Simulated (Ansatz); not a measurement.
# Nudged elastic band run: HS₂Si

The input (input.yaml):

```yaml
crystal:
  periodic: [false, false, false]
  atoms:
    - { symbol: S, position_ang: [-1.547769, -0.483208, 1.063608] }
    - { symbol: Si, position_ang: [0.151274, 0.032152, -0.016936] }
    - { symbol: S, position_ang: [0.073756, 0.38199, -1.92478] }
    - { symbol: H, position_ang: [1.322738, 0.069055, 0.878107] }
magnetization:
  spin_polarized: true
  initial_magnetization: 1
basis:
  gaussian: { orbitals: def2-SVP }
hamiltonian:
  xc: { name: BHLYP }
  dispersion: d4
neb:
  order_check: false
  images: 5
  f_tol: 0.03
  max_iterations: 60
  final_atoms:
    - { symbol: S, position_ang: [-0.58520263, -0.31746558, 1.10172747] }
    - { symbol: Si, position_ang: [0.51242715, 0.21790297, -0.65202454] }
    - { symbol: S, position_ang: [-0.4038859, 0.38280901, -2.37276447] }
    - { symbol: H, position_ang: [0.47666037, -0.28325741, 1.92306053] }
  initial_path:
    images:
      - { positions_ang: [[-1.547769, -0.483208, 1.063608], [0.151274, 0.032152, -0.016936], [0.073756, 0.38199, -1.92478], [1.322738, 0.069055, 0.878107]] }
      - { positions_ang: [[-1.35076782, -0.44920301, 1.08094056], [0.24941618, 0.0586821, -0.10248011], [-0.00278255, 0.38813835, -2.01507174], [1.10413318, 0.00237156, 1.03661028]] }
      - { positions_ang: [[-1.15376663, -0.41519802, 1.09827313], [0.34755836, 0.0852122, -0.18802421], [-0.0793211, 0.3942867, -2.10536347], [0.88552837, -0.06431188, 1.19511356]] }
      - { positions_ang: [[-0.95676545, -0.38119303, 1.11560569], [0.44570055, 0.1117423, -0.27356832], [-0.15585965, 0.40043504, -2.19565521], [0.66692355, -0.13099532, 1.35361684]] }
      - { positions_ang: [[-0.83291118, -0.35995054, 1.11097962], [0.46794275, 0.14712919, -0.39972039], [-0.23853507, 0.3945597, -2.25469163], [0.60350249, -0.18174935, 1.54343141]] }
      - { positions_ang: [[-0.7090569, -0.33870806, 1.10635355], [0.49018495, 0.18251608, -0.52587247], [-0.32121048, 0.38868436, -2.31372805], [0.54008143, -0.23250338, 1.73324597]] }
      - { positions_ang: [[-0.58520263, -0.31746558, 1.10172747], [0.51242715, 0.21790297, -0.65202454], [-0.4038859, 0.38280901, -2.37276447], [0.47666037, -0.28325741, 1.92306053]] }
```

Run as:

```bash
$ ansatz run input.yaml --threads 1 --pin off --max-ram 2048MiB --backend cpu --events-out ev --progress --plain --runs-dir out
```

Output, in part (warnings, iteration lines, the closing report on the highest movable image, with atoms numbered from 0):

```
NEB end point (image 0): max|allowed force component| = 1.495e-2 eV/Å (the criterion of neb.relax_end_points is 1.000e-2)
NEB end point (image 6): max|allowed force component| = 3.471e-3 eV/Å (the criterion of neb.relax_end_points is 1.000e-2)
NEB iter   1: max|band force component| = 2.645e0 eV/Å  barrier→ = 1.6394 eV  barrier← = 1.8354 eV  Δτ_max = 0.2000 Å  (469 SCF iters)
NEB iter   2: max|band force component| = 7.585e-1 eV/Å  barrier→ = 1.2928 eV  barrier← = 1.4887 eV  Δτ_max = 0.1233 Å  (200 SCF iters)
NEB iter   3: max|band force component| = 4.291e-1 eV/Å  barrier→ = 1.2637 eV  barrier← = 1.4597 eV  CI = image 3  Δτ_max = 0.0181 Å  (177 SCF iters)
NEB iter   4: max|band force component| = 1.656e-1 eV/Å  barrier→ = 1.2625 eV  barrier← = 1.4585 eV  CI = image 3  Δτ_max = 0.0035 Å  (167 SCF iters)
NEB iter   5: max|band force component| = 3.169e-2 eV/Å  barrier→ = 1.2619 eV  barrier← = 1.4579 eV  CI = image 3  Δτ_max = 0.0067 Å  (144 SCF iters)
NEB iter   6: max|band force component| = 1.649e-2 eV/Å  barrier→ = 1.2618 eV  barrier← = 1.4578 eV  CI = image 3  Δτ_max = 0.0000 Å  (349 SCF iters)
Total energy: -29554.08327026 eV, -1086.0925277047 hartree
Atom 0 at    -0.923698    -0.425321     1.342339 Å, force    -0.001278    -0.000793     0.000941 eV/Å
Atom 1 at     0.140862     0.086882    -0.328180 Å, force     0.000533     0.002353    -0.000186 eV/Å
Atom 2 at     0.076332     0.439715    -2.229292 Å, force     0.000472    -0.001279     0.001872 eV/Å
Atom 3 at     0.706503    -0.101286     1.215131 Å, force     0.000274    -0.000281    -0.002627 eV/Å
Dipole moment:     0.097241    -0.053789     0.372269 e Å
```

The forces met the threshold. A vibrational analysis at the climbing image gives one clearly imaginary mode, 1624i cm⁻¹: a first-order saddle point.

Final band (atoms are numbered from 1 in the order of the input):

```json
{"image": "0", "path coordinate (Å)": "0.00", "energy (kcal/mol)": "0.0", "Si2–H4 (Å)": "1.47", "S1–H4 (Å)": "2.93"}
{"image": "1", "path coordinate (Å)": "0.38", "energy (kcal/mol)": "3.4", "Si2–H4 (Å)": "1.48", "S1–H4 (Å)": "2.56"}
{"image": "2", "path coordinate (Å)": "0.76", "energy (kcal/mol)": "15.3", "Si2–H4 (Å)": "1.53", "S1–H4 (Å)": "2.11"}
{"image": "3", "path coordinate (Å)": "1.14", "energy (kcal/mol)": "29.1", "Si2–H4 (Å)": "1.65", "S1–H4 (Å)": "1.67"}
{"image": "4", "path coordinate (Å)": "1.52", "energy (kcal/mol)": "11.8", "Si2–H4 (Å)": "1.96", "S1–H4 (Å)": "1.38"}
{"image": "5", "path coordinate (Å)": "1.91", "energy (kcal/mol)": "-0.6", "Si2–H4 (Å)": "2.32", "S1–H4 (Å)": "1.34"}
{"image": "6", "path coordinate (Å)": "2.30", "energy (kcal/mol)": "-4.5", "Si2–H4 (Å)": "2.62", "S1–H4 (Å)": "1.34"}
```

Run time: 87 s on 1 thread of Arm Neoverse V2, on a shared host, peak memory 0.16 GiB.
